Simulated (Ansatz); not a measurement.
Arsenic, grey arsenic (A7): convergence with cold smearing

Computed with Ansatz, LDA, scalar-relativistic PAW, on the relaxed cell (a = 3.760 Å, c = 9.983 Å (c/a = 2.655); spin not included). Errors count from a run at 420 eV on a Γ-centred 17×17×17 mesh with Fermi-Dirac smearing of 0.1 eV, extrapolated to zero width. Fixed here: cutoff 420 eV, mesh 10×10×10. The SCF starts from atomic densities corrected by a trained network.

```tsv
width (eV)	E(σ→0) error (meV/atom)	F error (meV/atom)	P (GPa)	SCF iterations
0.01	-4.3	-4.3	-0.01	7
0.03	-4.3	-4.3	0.00	5
0.1	-4.3	-4.3	0.01	5
0.2	-4.4	-4.3	0.02	7
0.3	-4.6	-3.8	0.00	7
0.6	-3.7	2.5	-0.19	7
```

Q: What does the run at 1.0 give (width)?

A: E(σ→0) error (meV/atom): 0.4; F error (meV/atom): 20.1; P (GPa): -0.59; SCF iterations: 7.
